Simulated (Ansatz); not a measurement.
Born–Oppenheimer molecular dynamics of CH₅BO (8 atoms, charge 0, multiplicity 1). It goes on from the last frame of an earlier run, with new velocities.

These are results of RKS PBE/def2-SVPD in Ansatz, not measurements.

```json
{
 "ensemble": "NVE (velocity Verlet)",
 "time step": "0.5 fs",
 "steps asked": "166",
 "starting velocities drawn for": "100 K",
 "seed": "520498"
}
```

First frame:

```xyz
8
Properties=species:S:1:pos:R:3
B -0.030 -0.218 -0.132
H 0.235 -0.548 1.071
O 1.124 -0.310 -0.923
H 1.947 -0.409 -0.357
C -1.488 0.030 -0.821
H -2.277 -0.551 -0.347
H -1.742 1.030 -0.776
H -1.455 -0.122 -1.926
```

(1) How far do the bonds stretch over the last three quarters of this one trajectory? (Pairs bonded in most of those frames.)

Answers

(1) 
| bond | mean (Å) | spread (Å) | shortest | longest |
| --- | --- | --- | --- | --- |
| B1–H2 | 1.229 | 0.040 | 1.17 | 1.29 |
| B1–O3 | 1.374 | 0.023 | 1.33 | 1.41 |
| B1–C5 | 1.571 | 0.033 | 1.51 | 1.63 |
| O3–H4 | 0.974 | 0.022 | 0.94 | 1.01 |
| C5–H6 | 1.113 | 0.013 | 1.09 | 1.14 |
| C5–H7 | 1.116 | 0.053 | 1.04 | 1.20 |
| C5–H8 | 1.110 | 0.037 | 1.05 | 1.17 |

Mean temperature of the second half: 293 K. The conserved energy stayed within 0.44 meV per atom of its start (net change -0.29 meV per atom), so the integration is sound. The system heated up, since it started high on the potential surface and ran downhill. A run of 0.083 ps of so small a system gives no equilibrium averages.

Time of the run: 3.2 min on 2 threads of Arm Neoverse V1 (shared host), peak memory 0.15 GiB.
